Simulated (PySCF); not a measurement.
# Simulated absorption spectrum

Cyclopentadienone, C5H4O.
SMILES: `O=C1C=CC=C1`

Computed, not measured: TDDFT CAM-B3LYP/def2-SVPD, vertical, gas phase, core orbitals frozen in the response in PySCF 2.14.0, density-fitted response routines. Geometry: PBE0-D3(BJ)/def2-SVP; no solvent, vibrations or thermal averaging.

Each state is given a Gaussian of 0.25 eV full width at half maximum, with ε(max) = 2.175×10⁸ f / Δν̃ (Δν̃ the width in cm⁻¹). The width is an assumption, not a result. The curve ends short of the highest state used, and states not computed would add to its high-energy end.

```csv
E (eV),ε (L mol⁻¹ cm⁻¹)
2.60,0
2.73,0
2.86,16
3.00,251
3.13,699
3.26,433
3.39,60
3.52,2
3.65,0
3.78,0
3.91,0
4.04,0
4.17,0
4.30,0
4.44,0
4.57,0
4.70,0
4.83,0
4.96,0
5.09,0
5.22,0
5.35,0
5.48,0
5.61,0
5.75,0
5.88,4
6.01,299
6.14,4866
6.27,17670
6.40,14330
6.53,2662
6.66,289
6.79,110
6.92,14
7.05,0
7.19,3
```

(1) Locate the maxima and give the states behind the curve.

(2) Coming from long wavelengths, where does ε first pass 100 L mol⁻¹ cm⁻¹?

(3) On this curve, what absorbance would a 10⁻⁵ mol/L sample give at 193 nm over a 1 cm path?

(4) Does any computed singlet lie in the visible range?

Results:

(1) 393 nm (3.15 eV), ε about 720, made up of S2 (100%); 196 nm (6.32 eV), ε about 19000, made up of S3 (100%) (ε in L mol⁻¹ cm⁻¹; maxima over ε = 5, shares over 10%). At its high-energy end, 7.19 eV, the curve is still rising (ε about 3.5, from S7). The states used: S1 2.98 eV (f 0.0000); S2 3.15 eV (f 0.0066); S3 6.32 eV (f 0.181); S4 6.68 eV (f 0.0017); S5 7.08 eV (f 0.0000); S6 7.34 eV (f 0.0000); S7 7.51 eV (f 0.0028); S8 7.64 eV (f 0.0000); S9 7.74 eV (f 0.048); S10 7.79 eV (f 0.0000).

(2) At about 421 nm (2.94 eV), 0.03 eV below S1.

(3) 193 nm is 6.424 eV, where ε is about 12000 L mol⁻¹ cm⁻¹, so A = ε c l ≈ 0.12 (Beer–Lambert, with the gas-phase spectrum and the assumed width).

(4) 2 computed singlets (S1 to S2) lie in the visible range (380 to 750 nm), the largest f among them at 393 nm, f = 0.0066; light of that wavelength is violet, and its complementary colour is yellow-green; a Tamm–Dancoff triplet lies at 634 nm, without intensity as long as spin–orbit coupling is left out.

All these states lie below the vertical ionisation energy of 9.42 eV (ΔSCF).
